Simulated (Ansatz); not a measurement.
Gas-phase electronic energies from Ansatz, PBE0-D4/def2-TZVP geometries. CCSD(T)/CBS adds triple-zeta CCSD(T) − MP2 to the extrapolated MP2 energy (def2 sets, frozen cores). This one scheme is used for every species, atoms too. Functionals use def2-TZVPP. No spin–orbit coupling; open shells (•) take unrestricted orbitals. Spin–orbit coupling would lower the free atoms: a little for C, F.

Reaction (atomization): `FC1=CCCC1` → 5 C• + F• + 7 H•

```csv
level,ΔE (kcal/mol)
PBE-D4,1371.8
B97M-V,1333.9
CAM-B3LYP-D4,1337.5
HF/def2-SVP,1006.1
MP2/def2-SVP,1301.1
MP2/def2-QZVPP,1343.7
HF/CBS(def2),988.7
MP2/CBS(def2),1355.9
```

Problem. What does CCSD(T)/CBS give? (Estimate.)

Solution. Ansatz gave: +1328.9 kcal/mol. The listed levels differ from it by 42.9, 5.0, 8.6, -322.8, -27.8, 14.8, -340.2, 27.0 kcal/mol.

Largest T1 diagnostic among the species: 0.011.

The D4 term adds +9.9 kcal/mol with B3LYP and +5.1 kcal/mol with PBE0; it sums over pairs of atoms, weighted by their polarisabilities, and B3LYP, whose exchange is more repulsive, gets the larger term. From BLYP to BHLYP (50 % exact exchange), in def2-TZVPP and without D4, ΔE moves by −29.2 kcal/mol: exact exchange takes away binding that semilocal exchange gives to molecules. Leaving LDA and LC-ωPBE aside and taking each functional with its dispersion term where it has one, the values, not all of them listed here, spread over 80.1 kcal/mol, from BHLYP-D4 to PBE-D4. LDA lies +171.4 kcal/mol from PBE without D4, its usual overbinding.

B3LYP here is the variant with VWN-RPA as its local correlation; programs differ in this.

For atomizations the MP2-based limit and the directly extrapolated one differ by several kJ/mol either way, and by 10 to 25 for some Ge, Se and Sn compounds, so smaller differences from it don't rank the levels.
